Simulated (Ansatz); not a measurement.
# C6H4: basis-set convergence

The task here is to estimate one member of a computed series from the others.

The runs use Ansatz 0.2.0, Gaussian basis; one geometry, several basis sets.

The runs, in order: PBE0-D4/def2-SVP; ωB97M-V/def2-SVP; PBE0-D4/def2-QZVPP; ωB97M-V/def2-QZVPP; the functionals' def2-TZVPP values are taken from earlier runs.

## The geometry

All runs share one geometry, relaxed beforehand with PBE0-D4 in a triple-zeta def2 set.

SMILES `C#C/C=C\C#C`, 10 atoms, charge 0, spin multiplicity 1.

Atoms are counted from 1 here; the program's logs count them from 0.

Bond lengths: C1–C2 1.203 Å, C1–H7 1.064 Å, C2–C3 1.410 Å, C3–C4 1.345 Å, C3–H8 1.086 Å, C4–C5 1.410 Å, C4–H9 1.086 Å, C5–C6 1.203 Å, C6–H10 1.064 Å. Angles: C2–C1–H7 179.3°, C1–C2–C3 178.5°, C2–C3–C4 124.7°, C2–C3–H8 116.7°, C4–C3–H8 118.5°, C3–C4–C5 124.7°, C3–C4–H9 118.5°, C5–C4–H9 116.7°, C4–C5–C6 178.5°, C5–C6–H10 179.3°.

Set-up of the first run:

Contents of in.yaml:

```yaml
crystal:
  periodic: [false, false, false]
  atoms:
    - {symbol: C, position_ang: [2.025620, -1.320362, -0.265978]}
    - {symbol: C, position_ang: [0.896544, -1.169555, 0.122147]}
    - {symbol: C, position_ang: [-0.425899, -1.028177, 0.591121]}
    - {symbol: C, position_ang: [-1.178934, 0.075386, 0.438600]}
    - {symbol: C, position_ang: [-0.756156, 1.252912, -0.212149]}
    - {symbol: C, position_ang: [-0.424410, 2.271004, -0.761358]}
    - {symbol: H, position_ang: [3.023958, -1.441959, -0.613968]}
    - {symbol: H, position_ang: [-0.853616, -1.879885, 1.110791]}
    - {symbol: H, position_ang: [-2.187422, 0.074401, 0.840290]}
    - {symbol: H, position_ang: [-0.119675, 3.166224, -1.249497]}
basis:
  gaussian: {orbitals: def2-SVP}
hamiltonian: {xc: pbe0, dispersion: d4}
output: {orbitals: {seedname: orbitals}}
```

Run with:

```
$ ansatz run in.yaml --threads 4 --pin off --events-out ev --progress --plain --max-ram 10444MiB
```

Among the steps run: PBE0-D4 in def2-SVP; ωB97M-V in def2-SVP; PBE0-D4 in def2-QZVPP; ωB97M-V in def2-QZVPP.

One table of the session follows, with a row left open; its other results are not shown here.

It belongs to the step «Density functionals: the series». 

```
functional       basis  HOMO (eV)  LUMO (eV)
   PBE0-D4    def2-SVP      -6.81      -1.60
   PBE0-D4  def2-TZVPP      -6.88      -1.72
   PBE0-D4  def2-QZVPP      -6.89      -1.75
   ωB97M-V    def2-SVP      -8.81       0.49
   ωB97M-V  def2-TZVPP      -8.89       0.30
   ωB97M-V  def2-QZVPP          ?          ?
```

Estimate the missing values for ωB97M-V, def2-QZVPP.

**Answer.** HOMO (eV): -8.91; LUMO (eV): 0.25. In the column «HOMO (eV)» it is the lowest.
